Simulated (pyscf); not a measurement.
A first-order saddle from PySCF, ωB97X-D3(BJ)/def2-SVP:

```xyz
6

P     -0.2363     1.5873    -1.0648
In     0.9425     0.3251     0.6165
H     -0.0810    -0.2871    -1.0599
H     -1.4252     0.9757    -0.5586
H     -0.0408    -1.1270    -0.3927
H      2.2619    -0.3132     1.4910
```

Surface: singlet, charge 0. Lowest wavenumbers (cm⁻¹): 1704i, 311, 364, 488, 553.

Task: What reaction is this the transition state of?

Result: H₂P–InH₂ <-> HP=InH + H₂, an elimination read from left to right: H–P, H–In broken and H–H formed. At ωB97M-D3(BJ)/def2-TZVP it lies +60.1 kcal/mol from the left side and +31.6 kcal/mol from the right (each side as separated species at their lowest minima found). At the saddle there is also a short H–In contact that neither side keeps. The same reactants have a lower exit, to PH₃ + InH [singlet] (barrier +52.5 kcal/mol at ωB97M-D3(BJ)/def2-TZVP, against +60.1 kcal/mol here). HP=InH lies 28.6 kcal/mol over its isomer H₂P–In [singlet] (electronic energy, ωB97M-D3(BJ)/def2-TZVP). One saddle was located; it need not be the lowest between these sides. Elements past Kr carry the def2 core potentials, without spin-orbit coupling.
